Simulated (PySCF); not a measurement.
Mapped SMILES: `[OH:1][SiH2:2][SiH3:3]` (H(Xn): hydrogen on atom n).

Geometry: PBE0-D3(BJ)/def2-SVP; GIAO absolute shieldings from PySCF 2.14.0 with density-fitted response routines, gas phase, non-relativistic, averaged over equivalent atoms.

At PBE0/pcSseg-1 (95 basis functions, 3.8 s wall time on 1 thread of an Arm Neoverse V2, shared host):
```json
{"atoms": "O1", "σ (ppm)": "333.1"}
{"atoms": "Si2", "σ (ppm)": "370.4"}
{"atoms": "Si3", "σ (ppm)": "461.0"}
{"atoms": "H(Si2)", "σ (ppm)": "25.89"}
{"atoms": "H(Si3)", "σ (ppm)": "27.85"}
{"atoms": "H(O1)", "σ (ppm)": "31.45"}
```

Problem. Predict the values at PBE/pcSseg-2 on the same geometry.

Solution. 
```tsv
atoms	σ at PBE/pcSseg-2	change
O1	313.8	-19.3
Si2	344.2	-26.2
Si3	442.1	-18.9
H(Si2)	25.44	-0.45
H(Si3)	27.65	-0.20
H(O1)	31.49	+0.04
```

The largest change is at Si2 (silicon bonded to O, Si, 2 H). Cost: 206 basis functions, 14 s wall time on 1 thread of an Arm Neoverse V2, shared host.
